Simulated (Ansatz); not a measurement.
Steps of a relaxation of `CNCOC` with RKS PBE0-D4/def2-TZVP.

```sh
$ ansatz run in.yaml --threads 4 --pin off --events-out ev --progress --plain --max-ram 10444MiB
```

```yaml
crystal:
  periodic: [false, false, false]
  atoms:
    - {symbol: C, position_ang: [-1.659978, 0.174737, 1.242014]}
    - {symbol: N, position_ang: [-0.336263, -0.410605, 1.342029]}
    - {symbol: C, position_ang: [0.595180, -0.001127, 0.339674]}
    - {symbol: O, position_ang: [0.312126, -0.701473, -0.859954]}
    - {symbol: C, position_ang: [1.060678, -0.234099, -1.951233]}
    - {symbol: H, position_ang: [-2.320103, -0.236443, 2.031510]}
    - {symbol: H, position_ang: [-1.681928, 1.294315, 1.317038]}
    - {symbol: H, position_ang: [-2.104142, -0.099195, 0.264146]}
    - {symbol: H, position_ang: [0.065886, -0.322459, 2.277726]}
    - {symbol: H, position_ang: [1.632151, -0.226430, 0.698391]}
    - {symbol: H, position_ang: [0.560615, 1.109018, 0.113010]}
    - {symbol: H, position_ang: [0.898443, 0.856397, -2.146331]}
    - {symbol: H, position_ang: [2.161018, -0.386675, -1.813131]}
    - {symbol: H, position_ang: [0.742618, -0.802060, -2.847289]}
basis:
  gaussian: {orbitals: def2-TZVP}
hamiltonian: {xc: pbe0, dispersion: d4}
relax: {f_tol: 0.005, max_steps: 150}
```

Positions (Å) and forces (eV/Å) along the path, 8 of 8 steps:

```xyz
14
step=1 energy=-6789.0142 eV
C    -1.660    0.175    1.242   -0.363    0.179   -0.120
N    -0.336   -0.411    1.342    0.169    0.166    0.285
C     0.595   -0.001    0.340    0.325    0.346   -0.068
O     0.312   -0.701   -0.860    0.221    0.288    0.176
C     1.061   -0.234   -1.951    0.279    0.185   -0.325
H    -2.320   -0.236    2.032    0.372    0.183   -0.370
H    -1.682    1.294    1.317    0.089   -0.587   -0.019
H    -2.104   -0.099    0.264    0.235    0.114    0.489
H     0.066   -0.322    2.278   -0.250   -0.010   -0.578
H     1.632   -0.226    0.698   -0.569    0.045   -0.234
H     0.561    1.109    0.113   -0.059   -0.634    0.113
H     0.898    0.856   -2.146    0.019   -0.585    0.160
H     2.161   -0.387   -1.813   -0.597    0.040   -0.001
H     0.743   -0.802   -2.847    0.129    0.269    0.493
14
step=2 energy=-6789.0712 eV
C    -1.649    0.175    1.231   -0.150    0.083   -0.019
N    -0.335   -0.417    1.332    0.083    0.049    0.101
C     0.591   -0.001    0.335    0.095    0.061   -0.084
O     0.309   -0.701   -0.855    0.062    0.109    0.099
C     1.057   -0.229   -1.938    0.106    0.067   -0.136
H    -2.297   -0.222    2.020    0.098    0.056   -0.111
H    -1.652    1.282    1.302    0.024   -0.188   -0.015
H    -2.094   -0.099    0.267    0.068    0.035    0.146
H     0.063   -0.319    2.257   -0.074   -0.003   -0.136
H     1.617   -0.226    0.683   -0.172    0.030   -0.073
H     0.541    1.094    0.110   -0.013   -0.212    0.057
H     0.883    0.847   -2.124    0.013   -0.184    0.042
H     2.143   -0.376   -1.789   -0.186    0.017   -0.005
H     0.748   -0.794   -2.824    0.046    0.082    0.134
14
step=3 energy=-6789.0766 eV
C    -1.647    0.176    1.229   -0.020    0.010   -0.001
N    -0.334   -0.419    1.331    0.014   -0.026    0.008
C     0.588   -0.004    0.333    0.004   -0.007   -0.051
O     0.307   -0.699   -0.857   -0.015    0.001    0.036
C     1.058   -0.226   -1.937    0.014    0.010   -0.011
H    -2.290   -0.211    2.021    0.001    0.000    0.005
H    -1.641    1.276    1.291    0.005    0.007   -0.002
H    -2.093   -0.104    0.274   -0.005   -0.005   -0.006
H     0.062   -0.316    2.253   -0.001    0.002    0.005
H     1.610   -0.228    0.675    0.009   -0.006    0.006
H     0.534    1.084    0.114   -0.004    0.015    0.005
H     0.880    0.844   -2.121   -0.006    0.007    0.000
H     2.137   -0.369   -1.780    0.006   -0.002    0.006
H     0.756   -0.789   -2.819   -0.002   -0.006   -0.002
14
step=4 energy=-6789.0768 eV
C    -1.647    0.176    1.229   -0.012    0.004    0.000
N    -0.335   -0.421    1.331    0.003   -0.016    0.004
C     0.588   -0.005    0.332    0.007   -0.005   -0.025
O     0.306   -0.698   -0.858   -0.009    0.003    0.015
C     1.058   -0.224   -1.937    0.007    0.005   -0.007
H    -2.289   -0.206    2.024    0.000    0.001    0.004
H    -1.638    1.277    1.286    0.002    0.003   -0.003
H    -2.096   -0.107    0.276   -0.003   -0.002   -0.001
H     0.062   -0.318    2.252   -0.001    0.003    0.006
H     1.609   -0.230    0.673    0.005   -0.001    0.002
H     0.534    1.084    0.116   -0.001    0.006    0.004
H     0.878    0.844   -2.122   -0.002    0.002    0.000
H     2.137   -0.366   -1.776    0.002    0.000    0.003
H     0.759   -0.790   -2.819    0.000   -0.003   -0.001
14
step=5 energy=-6789.0769 eV
C    -1.647    0.177    1.231   -0.007   -0.004   -0.013
N    -0.338   -0.427    1.328    0.012    0.004    0.023
C     0.586   -0.007    0.331   -0.005    0.010   -0.022
O     0.305   -0.694   -0.861   -0.012   -0.015    0.005
C     1.060   -0.222   -1.938    0.007    0.002    0.004
H    -2.285   -0.195    2.034    0.002   -0.003    0.002
H    -1.632    1.278    1.278    0.005    0.003   -0.001
H    -2.105   -0.113    0.284   -0.009    0.001   -0.003
H     0.060   -0.325    2.249    0.000   -0.002    0.000
H     1.607   -0.234    0.673    0.006   -0.006    0.000
H     0.533    1.083    0.121    0.000    0.001    0.002
H     0.874    0.844   -2.132   -0.001    0.008    0.004
H     2.139   -0.356   -1.771   -0.001    0.000    0.001
H     0.770   -0.796   -2.819    0.001   -0.001    0.000
14
step=6 energy=-6789.0770 eV
C    -1.647    0.176    1.229    0.003   -0.001    0.001
N    -0.337   -0.426    1.329    0.000    0.000   -0.006
C     0.586   -0.008    0.330    0.001    0.002    0.009
O     0.302   -0.695   -0.862   -0.002    0.000   -0.002
C     1.060   -0.221   -1.937   -0.002    0.000    0.001
H    -2.283   -0.191    2.037    0.000    0.001   -0.001
H    -1.632    1.277    1.270   -0.002   -0.001   -0.001
H    -2.108   -0.119    0.285    0.002    0.000    0.002
H     0.061   -0.321    2.250   -0.001    0.001   -0.001
H     1.608   -0.238    0.670   -0.002   -0.001   -0.001
H     0.534    1.082    0.121    0.000    0.000   -0.002
H     0.875    0.847   -2.127    0.001   -0.002    0.000
H     2.138   -0.357   -1.768    0.001    0.000    0.000
H     0.769   -0.791   -2.819    0.000    0.002    0.000
14
step=7 energy=-6789.0770 eV
C    -1.647    0.175    1.229    0.000   -0.002    0.000
N    -0.336   -0.426    1.329   -0.001    0.000   -0.002
C     0.586   -0.008    0.330    0.001    0.000    0.005
O     0.300   -0.694   -0.862    0.002    0.002   -0.003
C     1.059   -0.220   -1.937   -0.001   -0.001    0.000
H    -2.282   -0.190    2.038    0.001    0.001    0.000
H    -1.632    1.277    1.266    0.000   -0.001    0.000
H    -2.108   -0.123    0.286    0.000    0.000    0.001
H     0.061   -0.320    2.250    0.000    0.001    0.001
H     1.608   -0.239    0.669   -0.001    0.001   -0.001
H     0.535    1.082    0.121    0.001   -0.001    0.000
H     0.878    0.848   -2.125    0.001   -0.001    0.000
H     2.137   -0.360   -1.768   -0.001    0.000    0.000
H     0.768   -0.789   -2.820    0.000    0.001    0.000
14
step=8 energy=-6789.0770 eV
C    -1.648    0.174    1.228    0.000    0.000    0.000
N    -0.336   -0.426    1.330   -0.001   -0.002   -0.001
C     0.587   -0.008    0.331    0.000    0.000   -0.001
O     0.299   -0.692   -0.862    0.001    0.001    0.001
C     1.059   -0.220   -1.937    0.000   -0.001    0.000
H    -2.281   -0.188    2.039    0.000    0.000    0.000
H    -1.633    1.276    1.261    0.000   -0.001    0.000
H    -2.109   -0.128    0.287    0.000    0.000    0.001
H     0.061   -0.317    2.250    0.000    0.001    0.000
H     1.608   -0.240    0.669    0.000    0.000    0.000
H     0.537    1.083    0.122    0.000    0.000    0.000
H     0.881    0.849   -2.124    0.000    0.000    0.000
H     2.137   -0.363   -1.769   -0.001    0.000    0.000
H     0.765   -0.786   -2.820    0.000    0.000    0.000
```

Run time 17 s (4 threads of an Intel Xeon 6975P-C on a shared host); peak host memory 0.51 GiB.
